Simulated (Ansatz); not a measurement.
# H2SSi: the cost of one run

The runs use Ansatz 0.2.0, Gaussian basis; def2-QZVPP, core rule «outside noble gas», up to 10 orbitals frozen.

Plan: UHF; ROHF; CCSD(T) on UHF.

2 further runs of the same task are left out: 2 set aside as unsound or not needed.

## (1) The system

The geometry is a PBE0/def2-TZVP stationary point (not a proven minimum) of the parent state, kept for this charge and spin.

4 atoms, charge 1, spin multiplicity 2.

Atoms are counted from 1 here; the program's logs count them from 0.

Bond lengths: Si1–S2 1.938 Å, Si1–H3 1.485 Å, Si1–H4 1.485 Å. Angles: S2–Si1–H3 125.0°, S2–Si1–H4 125.0°, H3–Si1–H4 109.9°.

Geometry (Å):

```
Si    0.0000    0.0000    0.9719
S     0.0000    0.0000   -0.9660
H     0.0000    1.2161    1.8245
H     0.0000   -1.2161    1.8245
```

## (2) UHF

Input file in.yaml:

```yaml
crystal:
  periodic: [false, false, false]
  atoms:
    - {symbol: Si, position_ang: [0.000000, 0.000000, 0.971947]}
    - {symbol: S, position_ang: [0.000000, 0.000000, -0.966027]}
    - {symbol: H, position_ang: [0.000000, 1.216091, 1.824529]}
    - {symbol: H, position_ang: [0.000000, -1.216091, 1.824529]}
basis:
  gaussian: {orbitals: "def2-QZVPP.json"}
total_charge: 1
magnetization: {spin_polarized: true, initial_magnetization: 1}
hamiltonian: {xc: hf}
output: {orbitals: {seedname: orbitals}}
```

On the command line:

```console
$ ansatz run in.yaml --threads 1 --pin off --events-out ev --progress --plain --max-ram 2393MiB
```

What time and memory should one allow on 1 thread of Arm Neoverse V1, shared host?

About 18 s, with a peak of 0.49 GiB.
